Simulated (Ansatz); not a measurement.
**Cost against result**

The pair of OH⁻ (SMILES [OH-], atoms 1–2) and CH$_{6}$Si (SMILES C[SiH3], atoms 3–10), both closed shells, in one local arrangement (a lower one may exist), relaxed at PBE0-D4/def2-TZVPD:

O1  (-0.723, 0.127, -1.551)
H2  (-0.824, 0.894, -2.118)
C3  (0.083, -1.150, 0.610)
Si4  (0.097, 0.657, -0.032)
H5  (-0.395, -1.858, -0.073)
H6  (-0.428, -1.177, 1.579)
H7  (1.116, -1.467, 0.793)
H8  (1.271, 1.237, -0.826)
H9  (0.838, 1.106, 1.322)
H10  (-1.034, 1.631, 0.296)
(Å)

Interaction energies are counterpoise-corrected; the time is that of the whole pair.

Ansatz 0.2.0; basis: as named in each row; cores frozen in the correlated methods. B3LYP uses VWN-RPA correlation. Extrapolation: Hartree–Fock as exp(−7.88 √X), correlation as X^−2.97.

Times are rough, for one single point on 4 threads of a shared host (Arm Neoverse V2).

The estimate by CCSD(T) at an estimated basis limit (MP2 extrapolated from triple and quadruple zeta, plus CCSD(T) − MP2 in triple zeta) is -281.0 kJ/mol.

| method | basis | time (s) | interaction energy (kJ/mol) | method less estimate |
| --- | --- | --- | --- | --- |
| HF | STO-3G | under 1 | -161.1 | 120.0 |
| PBE-D4 | STO-3G | under 1 | -147.0 | 134.0 |
| SPW92 | def2-SVP | under 1 | -305.9 | -24.9 |
| PBE-D4 | def2-SVP | under 1 | -278.1 | 2.9 |
| B3LYP-D4 | 6-31G | under 1 | -205.1 | 76.0 |
| PBE0-D4 | def2-SVP | under 1 | -302.5 | -21.5 |
| CCSD(T) | def2-SVP | 1 | -273.9 | 7.1 |
| PBE-D4 | def2-TZVPPD | 1 | -257.5 | 23.5 |
| revPBE-D4 | def2-TZVPPD | 1 | -258.0 | 23.0 |
| PBE0-D4 | def2-TZVPPD | 2 | -281.8 | -0.8 |
| BLYP-D4 | def2-TZVPPD | 2 | -244.8 | 36.3 |
| B3LYP-D4 | def2-TZVPPD | 2 | -267.2 | 13.9 |
| HSE06-D4 | def2-TZVPPD | 2 | -281.5 | -0.5 |
| wB97M-V | def2-SVP | 2 | -301.5 | -20.5 |
| r2SCAN-D4 | def2-TZVPPD | 2 | -279.1 | 1.9 |
| B2PLYP | def2-TZVPPD | 3 | -260.0 | 21.0 |
| wB97X-V | def2-TZVPPD | 5 | -279.7 | 1.4 |
| B97M-V | def2-TZVPPD | 6 | -287.1 | -6.1 |
| wB97M-V | def2-TZVPPD | 6 | -281.7 | -0.7 |
| MP2 | def2-QZVPPD | 12 | -275.8 | 5.3 |
| CCSD(T) | def2-TZVPPD | 53 | -268.4 | 12.6 |

The T1 diagnostic stays at or below 0.026.
